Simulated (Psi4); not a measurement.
# CH4OSi (SMILES CO[SiH]) at 3 levels

Aim: a comparison of 3 runs (HF/STO-3G, B3LYP/6-31G*) of CH4OSi. 

The calculation is run with Psi4 1.11.

### 1 The structure to begin with

The species is CH4OSi (7 atoms), meant as a singlet with charge 0. As SMILES, `CO[SiH]`. The C1–H5 distance was set to 1.643 Å, away from the relaxed value. At this shape a bond of the SMILES string is far longer than usual.

Bond lengths: C1–O2 1.410 Å, O2–Si3 1.639 Å, C1–H4 1.092 Å, C1–H6 1.092 Å, Si3–H7 1.552 Å. Angles: C1–O2–Si3 130.6°, O2–C1–H4 109.2°, O2–C1–H6 109.2°, O2–Si3–H7 97.1°, H4–C1–H6 108.5°. A long bond or contact: C1–H5 1.643 Å.

### 2 Energy and gradient at HF/STO-3G (run 1)

File ch4osi.py:

```python
import psi4

psi4.set_memory(2200000000)
psi4.set_num_threads(1)
psi4.core.set_output_file('psi4.out', False)

m = psi4.geometry("""
C     -1.87182097     0.85887674    -0.13867944
O     -1.74105192    -0.90234800     1.85706032
Si     0.60239745    -2.68020234     2.82516701
H     -3.35336625     0.28307719    -1.45581855
H      0.83866045     1.03462505    -1.64160508
H     -2.35729161     2.71458780     0.62458094
H      2.57678330    -1.78881853     0.84889143
units au
symmetry c1
no_reorient
no_com
""")

psi4.set_options(dict(puream=True, e_convergence=1e-09, d_convergence=1e-08, scf_type='pk'))

result = psi4.gradient('scf/STO-3G')
print('gradient / Eh bohr^-1')
print(result.np.round(6))
```

Command:

```console
$ python ch4osi.py
```

psi4.out:

```text
[...]
  Running in c1 symmetry.
[...]
  Nuclear repulsion =   99.458630638749966
[...]
  Multiplicity = 1
[...]
  Nalpha       = 16
  Nbeta        = 16
[...]
    Number of basis functions: 23
[...]
   @RHF iter   1:  -398.97612199164871   -2.54541e+00   1.03521e-02 DIIS/ADIIS
[...]
   @RHF iter  11:  -399.01691839119530   -3.41061e-13   1.68674e-09 DIIS
[...]
    Orbital Energies [Eh]
    ---------------------
    Doubly Occupied:
       1A    -67.913670     2A    -20.201965     3A    -11.090016
       4A     -5.914126     5A     -3.931909     6A     -3.931273
       7A     -3.929658     8A     -1.259868     9A     -0.843669
      10A     -0.599671    11A     -0.567057    12A     -0.518468
      13A     -0.417342    14A     -0.346842    15A     -0.308247
      16A     -0.233915
[...]
  @RHF Final Energy:  -399.01691839119530
   => Energetics <=
    Nuclear Repulsion Energy =             99.4586306387499661
    One-Electron Energy =                -752.9357032659562492
    Two-Electron Energy =                 254.4601542360110216
    Total Energy =                       -399.0169183911953041
[...]
 Multipole Moments:
 ------------------------------------------------------------------------------------
     Multipole            Electronic (a.u.)      Nuclear  (a.u.)        Total (a.u.)
 ------------------------------------------------------------------------------------
 L = 1.  Multiply by 2.5417464519 to convert [e a0] to [Debye]
 Dipole X            :         19.0708371          -19.0209910            0.0498461
 Dipole Y            :         37.3598574          -37.3448848            0.0149725
 Dipole Z            :        -51.9930922           51.9527928           -0.0402994
 Magnitude           :                                                    0.0658244
[...]
  -Total Gradient:
     Atom            X                  Y                   Z
    ------   -----------------  -----------------  -----------------
       1       -0.123509375241     0.009804228813     0.047556727259
       2       -0.004930902860    -0.005487958355     0.008807923968
       3       -0.022943767270    -0.009286377198     0.021687889651
       4       -0.002240099975    -0.000267207424     0.011879176487
       5        0.134500595344     0.006416718297    -0.071901056319
       6       -0.006118570926    -0.009683112006     0.003829135527
       7        0.025242120929     0.008503707870    -0.021859796567
[...]
```

On the terminal:

```text
gradient / Eh bohr^-1
[[-0.123509  0.009804  0.047557]
 [-0.004931 -0.005488  0.008808]
 [-0.022944 -0.009286  0.021688]
 [-0.00224  -0.000267  0.011879]
 [ 0.134501  0.006417 -0.071901]
 [-0.006119 -0.009683  0.003829]
 [ 0.025242  0.008504 -0.02186 ]]
```

Run time: 1.7 s. Hardware: 1 thread of AMD EPYC 7R43 (Zen 3), shared host; peak memory 0.17 GiB.

### 3 Energy and forces at B3LYP/6-31G(d) (spherical functions) (run 2)

File job.json:

```json
{
  "schema_name": "qcschema_input",
  "schema_version": 1,
  "molecule": {
    "schema_name": "qcschema_molecule",
    "schema_version": 2,
    "symbols": ["C", "O", "Si", "H", "H", "H", "H"],
    "geometry": [-1.87182097, 0.85887674, -0.13867944, -1.74105192, -0.902348, 1.85706032, 0.60239745, -2.68020234, 2.82516701, -3.35336625, 0.28307719, -1.45581855, 0.83866045, 1.03462505, -1.64160508, -2.35729161, 2.7145878, 0.62458094, 2.5767833, -1.78881853, 0.84889143],
    "molecular_charge": 0,
    "molecular_multiplicity": 1,
    "fix_symmetry": "c1"
  },
  "driver": "gradient",
  "model": {
    "method": "b3lyp",
    "basis": "6-31G*"
  },
  "keywords": {
    "puream": true,
    "e_convergence": 1e-09,
    "d_convergence": 1e-08,
    "scf_type": "pk",
    "dft_radial_points": 99,
    "dft_spherical_points": 590,
    "scf_properties": ["MULLIKEN_CHARGES", "WIBERG_LOWDIN_INDICES", "DIPOLE"]
  }
}
```

Command:

```console
$ psi4 --qcschema job.json -n 1 --memory 2200MB
```

stdout, shortened:

```text
[...]
  Running in c1 symmetry.
[...]
  Nuclear repulsion =   99.458630638749966
[...]
  Multiplicity = 1
[...]
  Nalpha       = 16
  Nbeta        = 16
[...]
    Number of basis functions: 54
[...]
   @RKS iter   1:  -404.92818716683468   -4.70589e-01   1.18279e-02 ADIIS/DIIS
[...]
   @RKS iter  11:  -405.12873164359439   -2.72848e-12   9.26824e-09 DIIS
[...]
  @RKS Final Energy:  -405.12873164359439
   => Energetics <=
    Nuclear Repulsion Energy =             99.4586306387499661
    One-Electron Energy =                -755.7069450130301220
    Two-Electron Energy =                 280.4225803965590558
    DFT Exchange-Correlation Energy =     -29.3029976658732352
    Empirical Dispersion Energy =           0.0000000000000000
    VV10 Nonlocal Energy =                  0.0000000000000000
    Total Energy =                       -405.1287316435943922
[...]
 Multipole Moments:
 ------------------------------------------------------------------------------------
     Multipole            Electronic (a.u.)      Nuclear  (a.u.)        Total (a.u.)
 ------------------------------------------------------------------------------------
 L = 1.  Multiply by 2.5417464519 to convert [e a0] to [Debye]
 Dipole X            :         -0.2080124            0.0552228           -0.1527896
 Dipole Y            :         -3.2626608            3.6392391            0.3765784
 Dipole Z            :          3.9137189           -4.2801027           -0.3663837
 Magnitude           :                                                    0.5471681
[...]
  Mulliken Charges: (a.u.)
   Center  Symbol    Alpha    Beta     Spin     Total
       1     C     3.05994  3.05994  0.00000 -0.11988
       2     O     4.24445  4.24445  0.00000 -0.48890
       3    SI     6.79601  6.79601  0.00000  0.40798
[...]
  -Total Gradient:
     Atom            X                  Y                   Z
    ------   -----------------  -----------------  -----------------
       1       -0.050934005986     0.001761321262     0.022289418295
       2        0.004022899958    -0.017001770931     0.017988613988
       3       -0.012126931563     0.011522052958    -0.007738523177
       4       -0.006662953775     0.002060312719     0.005948721588
       5        0.073903959394     0.004314951324    -0.040444167925
       6       -0.008570642799    -0.002560858840     0.001989633066
       7        0.000373215798    -0.000089230707    -0.000044191276
[...]
```

The result, in JSON:

```text
{
 "driver": "gradient",
 "model": {
  "method": "b3lyp",
  "basis": "6-31G*"
 },
 "success": true,
 "return_result": [-0.050934005985655895, 0.0017613212623308686, 0.02228941829511022, 0.004022899957816073, -0.017001770931337902, 0.01798861398770224, -0.012126931563127358, 0.011522052958114426, -0.007738523176725631, -0.006662953775333824, 0.0020603127190606113, 0.005948721588455566, 0.0739039593942282, 0.004314951324099509, -0.04044416792516561, -0.008570642799389953, -0.0025608588403548405, 0.00198963306565611, 0.0003732157980142897, -8.923070707072059e-05, -4.419127595309269e-05],
 "properties": {
  "calcinfo_nbasis": 54,
  "calcinfo_nmo": 54,
  "calcinfo_nalpha": 16,
  "calcinfo_nbeta": 16,
  "calcinfo_natom": 7,
  "nuclear_repulsion_energy": 99.45863063874997,
  "return_energy": -405.1287316435944,
  "return_gradient": [-0.050934005985655895, 0.0017613212623308686, 0.02228941829511022, 0.004022899957816073, -0.017001770931337902, 0.01798861398770224, -0.012126931563127358, 0.011522052958114426, -0.007738523176725631, -0.006662953775333824, 0.0020603127190606113, 0.005948721588455566, 0.0739039593942282, 0.004314951324099509, -0.04044416792516561, -0.008570642799389953, -0.0025608588403548405, 0.00198963306565611, 0.0003732157980142897, -8.923070707072059e-05, -4.419127595309269e-05],
  "scf_one_electron_energy": -755.7069450130301,
  "scf_two_electron_energy": 280.42258039655906,
  "scf_xc_energy": -29.302997665873235,
  "scf_dipole_moment": [-0.15278961239648492, 0.3765783541568144, -0.3663837495850606],
  "scf_total_energy": -405.1287316435944,
  "scf_total_gradient": [-0.050934005985655895, 0.0017613212623308686, 0.02228941829511022, 0.004022899957816073, -0.017001770931337902, 0.01798861398770224, -0.012126931563127358, 0.011522052958114426, -0.007738523176725631, -0.006662953775333824, 0.0020603127190606113, 0.005948721588455566, 0.0739039593942282, 0.004314951324099509, -0.04044416792516561, -0.008570642799389953, -0.0025608588403548405, 0.00198963306565611, 0.0003732157980142897, -8.923070707072059e-05, -4.419127595309269e-05],
  "scf_iterations": 11
 }
}
```

Wall time 11 s (1 thread of AMD EPYC 7R43 (Zen 3), shared host); peak memory 0.79 GiB.

### 4 A single-point energy at B3LYP/6-31G(d) (Cartesian functions) (run 3)

File input.in:

```
memory 2200 mb

molecule geom {
  0 1
  C
  O 1 R2
  Si 2 R3 1 A3
  H 1 R4 2 A4 3 D4
  H 1 R5 4 A5 2 D5
  H 1 R6 4 A6 2 D6
  H 3 R7 2 A7 1 D7

  R2 = 1.410234
  R3 = 1.63872
  A3 = 130.592
  R4 = 1.092386
  A4 = 109.1901
  D4 = 120.92578
  R5 = 1.6427
  A5 = 109.48344
  D5 = 121.61845
  R6 = 1.092454
  A6 = 108.53334
  D6 = -118.93295
  R7 = 1.551711
  A7 = 97.14136
  D7 = -0.00713
  units angstrom
  symmetry c1
}

set {
  reference            rks
  puream               false
  e_convergence        1e-09
  d_convergence        1e-08
  scf_type             pk
  dft_radial_points    99
  dft_spherical_points 590
}

result, w = energy("b3lyp/6-31G*", return_wfn=True)
oeprop(w, "MAYER_INDICES", "LOWDIN_CHARGES", "WIBERG_LOWDIN_INDICES")
print_variables()
```

Command:

```console
$ psi4 -n 1 input.in input.out
```

input.out:

```text
[...]
  Running in c1 symmetry.
[...]
  Nuclear repulsion =   99.458636029825627
[...]
  Multiplicity = 1
[...]
  Nalpha       = 16
  Nbeta        = 16
[...]
    Number of basis functions: 57
[...]
   @RKS iter   1:  -404.93140469075126   -4.72450e-01   1.13382e-02 ADIIS/DIIS
[...]
   @RKS iter  11:  -405.13233022005130   -3.52429e-12   9.91076e-09 DIIS
[...]
    Orbital Energies [Eh]
    ---------------------
    Doubly Occupied:
       1A    -66.151918     2A    -19.185237     3A    -10.278351
       4A     -5.297931     5A     -3.659757     6A     -3.656309
       7A     -3.650908     8A     -1.036715     9A     -0.690593
      10A     -0.521655    11A     -0.469645    12A     -0.457672
      13A     -0.377027    14A     -0.328359    15A     -0.296607
      16A     -0.230893
[...]
  @RKS Final Energy:  -405.13233022005130
   => Energetics <=
    Nuclear Repulsion Energy =             99.4586360298256267
    One-Electron Energy =                -755.6610558528674346
    Two-Electron Energy =                 280.3520694561827327
    DFT Exchange-Correlation Energy =     -29.2819798531921975
    Empirical Dispersion Energy =           0.0000000000000000
    VV10 Nonlocal Energy =                  0.0000000000000000
    Total Energy =                       -405.1323302200513012
[...]
 Multipole Moments:
 ------------------------------------------------------------------------------------
     Multipole            Electronic (a.u.)      Nuclear  (a.u.)        Total (a.u.)
 ------------------------------------------------------------------------------------
 L = 1.  Multiply by 2.5417464519 to convert [e a0] to [Debye]
 Dipole X            :          0.0022048           -0.0014202            0.0007847
 Dipole Y            :          0.4760128           -0.3465751            0.1294376
 Dipole Z            :          5.0787531           -5.6076979           -0.5289448
 Magnitude           :                                                    0.5445524
[...]
```

It took 9.6 s on 1 thread of AMD EPYC 7R43 (Zen 3), shared host; peak memory 0.83 GiB.

### 5 Overview of the runs

```csv
run,level,integration grid,task,energy (Eh),dipole moment (D),HOMO energy (eV),LUMO energy (eV),wall time
1,HF/STO-3G,–,gradient,-399.016918,0.17,-6.37,6.69,1.7 s
2,B3LYP/6-31G* (spherical functions),99 radial × 590 angular,gradient,-405.128732,1.39,-6.28,-2.07,11 s
3,B3LYP/6-31G* (Cartesian functions),99 radial × 590 angular,energy,-405.132330,1.38,-6.28,-2.07,9.6 s
```

### 6 What came out

| quantity | value |
| --- | --- |
| run 3: total energy | -405.13233 Eh |
| run 3: dipole moment | 1.38 D |
| run 3: HOMO energy | -6.28 eV |
| run 3: LUMO energy | -2.07 eV |
| run 3: HOMO–LUMO gap | 4.21 eV |

In words: The dipole moment (its size) runs from 0.17 D (HF/STO-3G) to 1.39 D (B3LYP/6-31G*). The two ends differ in method and basis. The HOMO–LUMO gap runs from 4.21 eV (B3LYP/6-31G*) to 13.06 eV (HF/STO-3G). In run 1 the basis is minimal, so the values are rough. In all runs a closed-shell determinant meets a far-stretched bond; if it breaks into open shells, such a determinant describes it badly, and no broken-symmetry solution was shown. All runs together took 22 s, the longest 11 s.
